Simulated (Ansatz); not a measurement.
System: K₂La₂Ti₃O₁₀ (I4/mmm, No. 139; cell taken from a computed entry). Method: r²SCAN (plane waves, PAW; Ansatz, a first-principles code).

Settings: plane-wave cutoff 560 eV, 12×12×12 k mesh, Fermi–Dirac smearing 0.01 eV, no spin polarisation, scalar-relativistic PAW data made under PBE.

Cell (relaxed with PBEsol):

```cif
data_K2La2O10Ti3
_chemical_formula_sum 'K2 La2 Ti3 O10'
_space_group_name_H-M_alt 'P 1'
_space_group_IT_number 1
_cell_length_a 15.02307
_cell_length_b 15.02307
_cell_length_c 15.02307
_cell_angle_alpha 165.229
_cell_angle_beta 165.229
_cell_angle_gamma 20.948
loop_
_space_group_symop_operation_xyz
  'x, y, z'
loop_
_atom_site_label
_atom_site_type_symbol
_atom_site_fract_x
_atom_site_fract_y
_atom_site_fract_z
_atom_site_occupancy
K1 K 0.29234 0.29234 0.00000 1
K2 K 0.70766 0.70766 0.00000 1
La1 La 0.42847 0.42847 0.00000 1
La2 La 0.57153 0.57153 0.00000 1
Ti1 Ti 0.14034 0.14034 0.00000 1
Ti2 Ti 0.85966 0.85966 0.00000 1
Ti3 Ti 0.00000 0.00000 0.00000 1
O1 O 0.80061 0.80061 0.00000 1
O2 O 0.19939 0.19939 0.00000 1
O3 O 0.37315 0.87315 0.50000 1
O4 O 0.62685 0.12685 0.50000 1
O5 O 0.87315 0.37315 0.50000 1
O6 O 0.12685 0.62685 0.50000 1
O7 O 0.93541 0.93541 0.00000 1
O8 O 0.06459 0.06459 0.00000 1
O9 O 0.00000 0.50000 0.50000 1
O10 O 0.50000 0.00000 0.50000 1
```

Task: Give the computed band gap and smallest direct gap on the k points sampled.

Result: 
band gap: 2.49 eV
smallest direct gap on the k points sampled: 2.65 eV

Note: cell and atoms aren't relaxed at this level (largest force component 0.22 eV/Å, pressure 2.5 GPa).

Spin–orbit coupling is not included.

Computed values are for the static lattice.
